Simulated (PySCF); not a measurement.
C2F4.

```xyz
6

F      0.0000     1.1015    -1.3868
C      0.0000     0.0000    -0.6660
F      0.0000    -1.1015    -1.3868
C      0.0000     0.0000     0.6660
F      0.0000    -1.1015     1.3868
F      0.0000     1.1015     1.3868
```

Coordinates come from a B3LYP-D3(BJ)/def2-SVP optimisation.

These are PySCF with B3LYP/pcSseg-1 values and carry that method's errors. Non-relativistic, no solvent.

Computed absolute GIAO shielding of each atom: isotropic value and principal components (ppm):
```json
[
 {"atom": "F1", "σ(iso)": "307.4", "σ11": "282.2", "σ22": "283.1", "σ33": "357.0", "span": "74.8"},
 {"atom": "C2", "σ(iso)": "23.9", "σ11": "-5.0", "σ22": "17.4", "σ33": "59.2", "span": "64.3"},
 {"atom": "F3", "σ(iso)": "307.4", "σ11": "282.2", "σ22": "283.1", "σ33": "357.0", "span": "74.8"},
 {"atom": "C4", "σ(iso)": "23.9", "σ11": "-5.0", "σ22": "17.4", "σ33": "59.2", "span": "64.3"},
 {"atom": "F5", "σ(iso)": "307.4", "σ11": "282.2", "σ22": "283.1", "σ33": "357.0", "span": "74.8"},
 {"atom": "F6", "σ(iso)": "307.4", "σ11": "282.2", "σ22": "283.1", "σ33": "357.0", "span": "74.8"}
]
```
